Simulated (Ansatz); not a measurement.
# HF (singlet): from Hartree-Fock to the top rungs, cc-pVQZ

An exercise on one series of results from a longer session: the logs are not shown, and one member is left open.

Computed with Ansatz 0.2.0, Gaussian basis. Level: cc-pVQZ, core rule «outside noble gas», up to 1 orbitals frozen.

The runs, in order: UHF; CCSD(T) on RHF; BCCD(T) on RHF; CISD; CCSDT(Q) on RHF; CASSCF and MRCISD+Q, 8 electrons in 5 orbitals; CASSCF and NEVPT4(SD), 8 electrons in 5 orbitals; CASSCF and NEVPT2, 8 electrons in 5 orbitals.

9 further runs of the same task are left out: 9 set aside as unsound or not needed.

## The system

The geometry is an MP2(full)/6-31G* stationary point (not a proven minimum).

2 atoms, charge 0, spin multiplicity 1.

Atoms are counted from 1 here; the program's logs count them from 0.

Bond lengths: F1–H2 0.934 Å.

As a file:

```tsv
atom	x (Å)	y (Å)	z (Å)
F1	0.0000	0.0000	0.0000
H2	0.0000	0.0000	0.9339
```

Set-up of the first run:

File in.yaml:

```yaml
crystal:
  periodic: [false, false, false]
  atoms:
    - {symbol: F, position_ang: [0.000000, 0.000000, 0.000000]}
    - {symbol: H, position_ang: [0.000000, 0.000000, 0.933891]}
basis:
  gaussian: {orbitals: cc-pVQZ}
magnetization: {spin_polarized: true, initial_magnetization: 0}
hamiltonian: {xc: hf}
output: {orbitals: {seedname: orbitals}}
```

Run with:

```
ansatz run in.yaml --threads 1 --pin off --events-out ev --progress --plain --max-ram 8192MiB --backend cpu
```

Among the steps run: UHF; CCSD(T) on RHF; BCCD(T) on RHF; CISD; CCSDT(Q) on RHF; CASSCF and MRCISD+Q, 8 electrons in 5 orbitals; CASSCF and NEVPT4(SD), 8 electrons in 5 orbitals; CASSCF and NEVPT2, 8 electrons in 5 orbitals.

One of the session's tables, all rows but one given; the rest of the session is left out.

| method | from RCCSDT(Q) (meV) |
| --- | --- |
| RHF | +8341.9 |
| RMP2 | +223.7 |
| CISD | ? |
| RCCSD | +223.2 |
| RCCSD(T) | +7.5 |
| BCCD(T) | +6.5 |
| RCCSDT | +8.0 |
| RCCSDT(Q) | 0 |
| CASSCF valence | +7656.3 |
| NEVPT2 valence | +828.1 |
| NEVPT4(SD) valence | +121.9 |
| MRCISD valence | +408.3 |
| MRCISD+Q valence | +97.8 |

Estimate the missing values for CISD.

The run gave: from RCCSDT(Q) (meV): +497.3. In the column «from RCCSDT(Q) (meV)» it lies between MRCISD valence (+408.3) and NEVPT2 valence (+828.1).
